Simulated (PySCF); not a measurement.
Species: C₅H₁₁N.
Bonds: N1–C2, C2–C3, C3–C4, C4–C5, C5–C6, C2–C6. Hydrogens: H7, H8 on N1; H9 on C2; H10, H11 on C3; H12, H13 on C4; H14, H15 on C5; H16, H17 on C6.

All values: wB97X-D/pcSseg-2 (PySCF, non-relativistic), on one gas-phase PBE0-D3(BJ)/def2-TZVP geometry that isn't relaxed in the solvent. The solvent is an IEF-PCM continuum (cavity from Bondi-type radii × 1.2). Specific hydrogen bonds and non-electrostatic terms are outside this model.

Gas phase at wB97X-D/pcSseg-2: HOMO -8.61 eV, LUMO 2.24 eV, dipole 1.34 D.

What does the continuum do to the energy, the frontier levels and the dipole at wB97X-D/pcSseg-2 in chloroform?

```
   solvent      ε  E(solvent) − E(gas) (kcal/mol)  polarisation term (kcal/mol)  distortion of the solute (kcal/mol)  HOMO (eV)  LUMO (eV)  dipole (D)
chloroform  4.711                           -3.01                         -3.34                                 0.33      -8.65       2.41        1.68
```

The first energy column is the sum of the next two and covers electrostatics alone.

Which radius a makes the point-dipole formula ΔE = −[(ε − 1)/(2ε + 1)]·μ²/a³ give the value in chloroform, with the gas-phase dipole?

μ = 0.526 au and |ΔE| = 0.00480 Eh give a = 1.45 Å; the farthest nucleus lies 2.81 Å from the centroid of the nuclei, so such a sphere wouldn't even hold the nuclei. The formula assumes a rigid point dipole at the centre of a sphere.

Hardware: AMD EPYC 9R45, one thread, shared host with 96 logical CPUs at a one-minute load of 42. Cost: 51 s wall, 1.9 GiB resident at most. This is the whole shielding run at wB97X-D/pcSseg-2 in chloroform, SCF included.

wB97X-D is run here without its empirical dispersion term; that term would change no orbital, density or response property at a fixed geometry.
